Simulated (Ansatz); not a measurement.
# Si₂H₂ (singlet): PBE, r2SCAN, PBE0, B3LYP, wB97M-V, B2PLYP, RPA-PBE over vertical spin and charge gaps, cc-pVDZ

How well do these functionals follow the top wave-function level for Si₂H₂ (singlet) over vertical spin and charge gaps?

Program: Ansatz 0.2.0, Gaussian basis. Level of theory: cc-pVDZ, all electrons in the functionals, frozen cores in the correlation of double hybrids and RPA. These are calculated values, not measurements.

To be run: PBE, r2SCAN, PBE0, B3LYP, wB97M-V, B2PLYP, RPA-PBE, at charge 0, singlet; charge 0, triplet; charge 1, doublet.

4 further runs of the same task are left out: 4 set aside as unsound or not needed.

### 1 The geometry

The geometry is a PBE0/def2-TZVP stationary point (not a proven minimum).

4 atoms, charge 0, spin multiplicity 1.

Atoms are counted from 1 here; the program's logs count them from 0.

Bond lengths: Si1–Si2 2.101 Å, Si1–H3 1.493 Å, Si1–H4 1.638 Å, Si2–H4 1.718 Å. Angles: Si2–Si1–H3 160.7°, Si2–Si1–H4 53.0°, H3–Si1–H4 107.8°, Si1–Si2–H4 49.5°, Si1–H4–Si2 77.5°.

No dispersion term is added; wB97M-V holds VV10 nonlocal correlation. B3LYP takes the VWN-RPA correlation.

The geometry shown and the zero of energy belong to the point charge 0, singlet. The yardstick, RCCSDTQ, and other wave-function levels (R restricted, U unrestricted, valence and pair active spaces) come from earlier runs.

### 2 PBE, charge 0, singlet

Contents of in.yaml:

```yaml
crystal:
  periodic: [false, false, false]
  atoms:
    - {symbol: Si, position_ang: [0.000000, 0.064094, 1.005387]}
    - {symbol: Si, position_ang: [0.000000, -0.004642, -1.094839]}
    - {symbol: H, position_ang: [0.000000, -0.381837, 2.430212]}
    - {symbol: H, position_ang: [0.000000, -1.274751, 0.062301]}
basis:
  gaussian: {orbitals: cc-pVDZ}
magnetization: {spin_polarized: true, initial_magnetization: 0}
hamiltonian: {xc: {name: PBE}}
output: {orbitals: {seedname: orbitals}}
```

Launch:

```sh
ansatz run in.yaml --threads 1 --pin off --events-out ev --progress --plain --max-ram 4096MiB --backend cpu
```

After this run come: PBE, charge 0, triplet; PBE, charge 1, doublet; r2SCAN, charge 0, singlet; r2SCAN, charge 0, triplet; r2SCAN, charge 1, doublet; PBE0, charge 0, singlet; PBE0, charge 0, triplet; PBE0, charge 1, doublet; B3LYP, charge 0, singlet; B3LYP, charge 0, triplet; B3LYP, charge 1, doublet; wB97M-V, charge 0, singlet; wB97M-V, charge 0, triplet; wB97M-V, charge 1, doublet; B2PLYP, charge 0, singlet; B2PLYP, charge 0, triplet; B2PLYP, charge 1, doublet; RPA-PBE, charge 0, singlet; RPA-PBE, charge 0, triplet; RPA-PBE, charge 1, doublet.

Q: Predict the results of all the runs planned. Wanted: singlet to triplet, RCCSDTQ; ionisation to the doublet cation, RCCSDTQ; largest miss, PBE; largest miss, r2SCAN; largest miss, PBE0; largest miss, B3LYP; largest miss, wB97M-V; largest miss, B2PLYP; largest miss, RPA-PBE.

**Answer**, as computed:

```
                                 quantity                                             value
              singlet to triplet, RCCSDTQ                                     54.1 kcal/mol
ionisation to the doublet cation, RCCSDTQ                                    185.7 kcal/mol
                        largest miss, PBE                -4.6 kcal/mol (singlet to triplet)
                     largest miss, r2SCAN                -6.2 kcal/mol (singlet to triplet)
                       largest miss, PBE0                -6.2 kcal/mol (singlet to triplet)
                      largest miss, B3LYP                -4.3 kcal/mol (singlet to triplet)
                    largest miss, wB97M-V                -1.2 kcal/mol (singlet to triplet)
                     largest miss, B2PLYP                -1.2 kcal/mol (singlet to triplet)
                    largest miss, RPA-PBE  +2.4 kcal/mol (ionisation to the doublet cation)
                   largest miss, RCCSD(T)  -0.1 kcal/mol (ionisation to the doublet cation)
                   largest miss, UCCSD(T)  -0.1 kcal/mol (ionisation to the doublet cation)
```

**Reading.** Of the functionals, wB97M-V and B2PLYP keep the smallest largest miss at the points compared (at most 1.2 kcal/mol) and PBE0 strays most (6.2 kcal/mol, at singlet to triplet). Functionals and the yardstick converge differently with the basis, so part of each miss in cc-pVDZ is the basis.
